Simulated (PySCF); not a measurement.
**PON + H₂O → H₂PN + O₂**

Level: PBE0 in the def2-TZVP basis family, all electrons, no relativity, computed in PySCF with density fitting; open shells unrestricted.

```
species                                                           state and structure  ZPE (kJ/mol)  H(298 K) − H(0) (kJ/mol)  S° (J/(mol K))
    PON                          singlet, C∞v, P–N 1.483 Å, P–O 1.460 Å; N–P–O 180.0°          18.9                      11.2           238.0
    H₂O                                  singlet, C2v, O–H 0.960 Å (×2); H–O–H 105.1°          56.5                       9.9           188.7
   H₂PN  singlet, C2v, P–H 1.419 Å (×2), P–N 1.504 Å; H–P–H 104.8°, H–P–N 127.6° (×2)          50.6                      10.8           234.8
     O₂                                                     triplet, D∞h, O–O 1.193 Å          10.3                       8.7           204.9
```

Question: Is the gas-phase reaction uphill or downhill in electronic energy at this level, and by how much?

Answer: At PBE0/def2-TZVP, ΔE = 399.8 kJ/mol, uphill. 

Question: Add zero-point, thermal and entropy terms for 298.15 K and 1 bar.

Answer: ΔZPE = -14.5 and Δ[H(298) − H(0)] = -1.6 kJ/mol give ΔH° = 383.7 kJ/mol. ΔS° = 13.0 J/(mol K), so ΔG° = 383.7 − 298.15 × (0.0130) = 380 kJ/mol.

Only the bonding shown was studied: isomers, or loss of a ligand pair, can lie lower.
